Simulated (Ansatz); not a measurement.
System: hcp Tc. Method: r²SCAN-D4 (PAW; Ansatz, a quantum-chemistry and plane-wave program).

Settings: plane-wave cutoff 560 eV, 24×24×12 k mesh (along the axes of the cell as run), Fermi–Dirac smearing 0.05 eV, no spin polarisation, scalar-relativistic PAW data made under PBE.

A third-order Birch–Murnaghan fit to the energies gives V0 = 14.120 Å³/atom, B0 = 325 GPa, B′ = 4.5.

```csv
V (Å³/atom),P (GPa)
13.555,[?]
13.838,[?]
14.120,0.00
14.402,[?]
14.685,[?]
```

Problem. Estimate the withheld pressures from this fit; the answers are the runs' own values.

Solution. 
- 13.555, P (GPa): 14.55
- 13.838, P (GPa): 6.88
- 14.402, P (GPa): -6.17
- 14.685, P (GPa): -11.70

The formula P = (3/2) B0 (x^(7/3) − x^(5/3)) [1 + (3/4)(B′ − 4)(x^(2/3) − 1)] with x = V0/V meets the computed pressures within 0.03 GPa when these rounded values are put in.

Shape and atoms are relaxed at each volume.

Measured, for comparison: bulk modulus 303 GPa (zero-point energy and finite temperature contributions removed; as tabulated in doi:10.1021/acs.jctc.3c00612). Computed (rounded) less measured: bulk modulus +7 %.

Note: the bulk modulus comes from volumes at which shape and atoms were relaxed.

Static lattice: no zero-point or thermal effects.

The result took roughly 9 core-minutes.
